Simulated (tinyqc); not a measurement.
Worked calculation: Pariser-Parr-Pople SCF with singles CI, for the molecule C1=CC=C1 (SMILES; centres numbered as the heavy atoms are written). One step of it, computed by the program tinyqc.

Problem. Iteration 1: Fock matrix. F_rr = H_rr + P_rr gamma_rr / 2 + sum_(s != r) P_ss gamma_rs; F_rs = H_rs - P_rs gamma_rs / 2; E = tr P (H + F) / 2 + core repulsion sum_(r<s) z_r z_s gamma_rs.

P at the start:
```
          1C         2C        3C         4C
1C  0.533292   0.679397  0.466708   0.320603
2C  0.679397   1.466708  0.320603  -0.466708
3C  0.466708   0.320603  0.533292   0.679397
4C  0.320603  -0.466708  0.679397   1.466708
```

core matrix H (eV):
```
            1C          2C          3C          4C
1C  -33.606415   -2.390000    0.000000   -2.390000
2C   -2.390000  -33.606415   -2.390000    0.000000
3C    0.000000   -2.390000  -33.606415   -2.390000
4C   -2.390000    0.000000   -2.390000  -33.606415
```

repulsion gamma_rs (eV):
```
           1C         2C         3C         4C
1C  12.700000   7.992688   6.311040   7.992688
2C   7.992688  12.700000   7.992688   6.311040
3C   6.311040   7.992688  12.700000   7.992688
4C   7.992688   6.311040   7.992688  12.700000
```

Centres (angstrom, eV; a flat drawing with bonds scaled to 1.40 angstrom):
```
centre          x          y  core charge z          W   gamma_rr
1C       0.990000   0.000000              1  11.310000  12.700000
2C       0.000000   0.990000              1  11.310000  12.700000
3C      -0.990000   0.000000              1  11.310000  12.700000
4C       0.000000  -0.990000              1  11.310000  12.700000
```

Give: F; pi energy.

Solution.

F (eV):
```
         1C       2C       3C       4C
1C  -3.4085  -5.1051  -1.4727  -3.6712
2C  -5.1051  -6.5115  -3.6712   1.4727
3C  -1.4727  -3.6712  -3.4085  -5.1051
4C  -3.6712   1.4727  -5.1051  -6.5115
```

pi energy = -49.4336 eV
